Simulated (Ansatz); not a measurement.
Barrier H2 + O via H2O, on the benchmark's geometries as Psi4's copy gives them; open shells unrestricted, no zero-point energy, no spin–orbit coupling.
Transition structure (charge 0, multiplicity 3):
```csv
atom,x (Å),y (Å),z (Å)
H,0.0000,0.0000,-0.8603
O,0.0000,0.0000,0.3290
H,0.0000,0.0000,-1.7719
```

Correlated levels freeze the cores.

Run with Ansatz (a first-principles code) with Gaussian orbitals. Values without a source in brackets are computed.

The barrier height is − E(H2) − E(O) + E(TS). Total energies (hartree):

```csv
level,H2,O,TS
HF/aug-cc-pVTZ,-1.1330169,-74.8129822,-75.8939974
CCSD(T)/aug-cc-pVTZ,-1.1726348,-74.9789519,-76.1295774
HF/aug-cc-pVQZ,-1.1334621,-74.8176250,-75.8988982
CCSD(T)/aug-cc-pVQZ,-1.1738675,-74.9952675,-76.1478249
```

Question: Work out the barrier height at the basis-set limit: extrapolate the CCSD(T) correlation part as X⁻³, take Hartree–Fock from the larger set.

Answer: 
1. Differences (1 hartree = 627.509 kcal/mol): HF/aug-cc-pVTZ 32.632; CCSD(T)/aug-cc-pVTZ 13.811; HF/aug-cc-pVQZ 32.749; CCSD(T)/aug-cc-pVQZ 13.372.
2. Correlation parts, CCSD(T) less HF: -18.821 in aug-cc-pVTZ (X = 3), -19.377 in aug-cc-pVQZ (X = 4).
3. Limit (4³·(-19.377) − 3³·(-18.821))/(4³ − 3³) = -19.783; with HF/aug-cc-pVQZ it gives 12.966.
Result: 12.97 kcal/mol, against 13.81 at CCSD(T)/aug-cc-pVTZ. It is an estimate of this method's limit, not of the exact value.
